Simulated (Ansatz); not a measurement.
A calculation on hcp Co returned lattice constant a 2.499 Å, lattice parameter c 4.084 Å, magnetic moment 1.77 μB.

For reference: lattice constant a 2.507 Å (measured, 293 K, no zero-point or thermal correction; as tabulated in Wikipedia's data pages); lattice parameter c 4.07 Å (measured, 293 K, no zero-point or thermal correction; as tabulated in Wikipedia's data pages).

Problem. Which level of theory produced these numbers?
A. PBE (Ansatz, a program for electronic structure)
B. B3LYP (VWN-RPA form) (Ansatz)
C. RPBE (Ansatz)
D. r²SCANh (Ansatz)

Solution. B, B3LYP (VWN-RPA form) (Ansatz)

The others give: PBE 2.494 Å, 4.032 Å, 1.62 μB; r²SCANh 2.461 Å, 4.025 Å, 1.77 μB; RPBE 2.516 Å, 4.072 Å, 1.64 μB.

Unless a cell is named, each level is at its own relaxed cell (B3LYP (VWN-RPA form) 11.05, PBE 10.86, r²SCANh 10.56, RPBE 11.16 Å³/atom).

Spin-polarised runs: PBE (parallel moments), r²SCANh (parallel moments), RPBE (parallel moments), B3LYP (VWN-RPA form) (parallel moments).

Ansatz's density-functional and Hartree–Fock values are scalar-relativistic unless marked +SOC, with PAW data made under PBE.
